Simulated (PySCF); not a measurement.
# SVWN5/def2-TZVP run of AlH3S (SMILES [AlH2][SH])

What is the energy change on altering one bond length of AlH3S at SVWN5/def2-TZVP? Input form: a Python script.

Program for the calculation: PySCF 2.14.0.

1 further run of the same task is left out (set aside as unsound or not needed).

## Step 1: Starting point

The species is AlH3S (5 atoms), meant as a singlet with charge 0. As SMILES, `[AlH2][SH]`. Geometry: relaxed at PBE0-D4/def2-TZVP.

Bond lengths: Al1–S2 2.181 Å, Al1–H3 1.579 Å, Al1–H4 1.581 Å, S2–H5 1.344 Å. Angles: Al1–S2–H5 93.7°, S2–Al1–H3 116.5°, S2–Al1–H4 118.9°, H3–Al1–H4 124.6°.

## Step 2: The energy at SVWN5/def2-TZVP

The input, mol.xyz:

```xyz
5

Al    -0.616100    -0.064200    -0.181700
S      1.129100    -0.343100     1.096600
H     -1.981700    -0.650100     0.351100
H     -0.441100     0.696000    -1.556400
H      1.959700     0.287800     0.249000
```

The input, calc.py:

```python
from pyscf import gto, dft

molecule = gto.M(
    atom='mol.xyz',
    basis='def2-tzvp',
    spin=0,
    max_memory=1860,
    verbose=3,
)

mf = dft.RKS(molecule)
mf.xc = 'svwn'
mf.conv_tol = 1e-10
mf.grids.level = 5
mf.kernel()
if not mf.converged:
    mf = mf.newton().run(mf.mo_coeff, mf.mo_occ)

etot = mf.e_tot
print(f'total energy: {etot:.8f} hartree')
```

Started as:

```sh
$ OMP_NUM_THREADS=1 python calc.py
```

The log of the run:

```text
converged SCF energy = -640.019842956467
total energy: -640.01984296 hartree
```

It took 6.3 s on 1 thread of Arm Neoverse V2, shared host; peak memory 0.3 GiB.

## Step 3: The distorted shape

The input, start.xyz:

```xyz
5
AlH3S
Al     1.022579     0.638862    -0.821044
S      2.767779     0.359962     0.457256
H     -1.981700    -0.650100     0.351100
H      1.197579     1.399062    -2.195744
H      3.598379     0.990862    -0.390344
```

The input, calc.py:

```python
from pyscf import gto, dft

mol = gto.M(
    atom='start.xyz',
    verbose=3,
    max_memory=1860,
    basis='def2-tzvp',
    spin=0,
)

myscf = dft.RKS(mol)
myscf.xc = 'svwn'
myscf.conv_tol = 1e-10
myscf.grids.level = 5
myscf.kernel()
if not myscf.converged:
    myscf = myscf.newton().run(myscf.mo_coeff, myscf.mo_occ)

energy = myscf.e_tot
print('Final energy', energy)
```

Started as:

```sh
$ OMP_NUM_THREADS=1 python calc.py
```

The log of the run:

```text
converged SCF energy = -639.88273748002
Final energy -639.8827374800204
```

Run time: 8.1 s. Hardware: 1 thread of Arm Neoverse V2, shared host; peak memory 0.3 GiB.

## Step 4: Results

At SVWN5/def2-TZVP:

| quantity | value |
| --- | --- |
| first shape: total energy | -640.01984 Eh |
| first shape: dipole moment | 0.94 D |
| first shape: HOMO energy | -6.82 eV |
| first shape: LUMO energy | -2.38 eV |
| first shape: HOMO–LUMO gap | 4.44 eV |
| distorted shape: total energy | -639.88274 Eh |
| distorted shape: dipole moment | 3.38 D |
| distorted shape: HOMO energy | -5.48 eV |
| distorted shape: LUMO energy | -4.23 eV |
| distorted shape: HOMO–LUMO gap | 1.25 eV |
| energy change with the Al1–H3 bond stretched from 1.579 to 3.473 Å | 3.731 eV |

**Reading.** One bond (distorted shape) is far stretched, which a spin-restricted single reference describes badly; a broken-symmetry solution may lie lower. With the Al1–H3 bond stretched from 1.579 to 3.473 Å the energy rises by 3.73 eV (360 kJ/mol). The first shape isn't relaxed at this level, so the change isn't measured from a minimum. A restricted reference can't describe the breaking bond well at this length. Mulliken charges (distorted shape) run from -0.22 on S2 to +0.22 on Al1; they depend strongly on the basis.
